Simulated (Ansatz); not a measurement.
A run of Ansatz (development build ahead of 0.2.0) on singlet H4O2 at this shape:

```xyz
6

O    -1.4973   -0.1319    0.0131
H    -1.8792    0.6555   -0.0194
H    -0.5314    0.0418    0.0120
O     1.3951    0.2053   -0.0122
H     1.5683   -0.3698   -0.7470
H     1.5185   -0.3660    0.7501
```

Its results:

| Item | Value |
| --- | --- |
| Converged | yes |
| Reference energy | -152.11410 hartree |
| Correlation energy | -0.52395 hartree |
| Total energy | -152.63805 hartree |
| Spin squared of the determinant | 0.000 |

Task: Which input gives this output? Name the method, the orbitals and the basis set, and write the input.

Result: RHF-MP2 in cc-pVTZ. An unrestricted run that stays on the closed shell gives the same numbers.

```yaml
crystal:
  periodic: [false, false, false]
  atoms:
    - { symbol: O, position_ang: [-1.49728, -0.13189, 0.01309] }
    - { symbol: H, position_ang: [-1.87916, 0.65553, -0.01945] }
    - { symbol: H, position_ang: [-0.53145, 0.04181, 0.01202] }
    - { symbol: O, position_ang: [1.39508, 0.20526, -0.01223] }
    - { symbol: H, position_ang: [1.56833, -0.36976, -0.74699] }
    - { symbol: H, position_ang: [1.51853, -0.36597, 0.75014] }
basis:
  gaussian: { orbitals: cc-pVTZ }
hamiltonian:
  xc: hf
correlation:
  method: mp2
  frozen_orbitals: { H: 0, O: 1 }
```
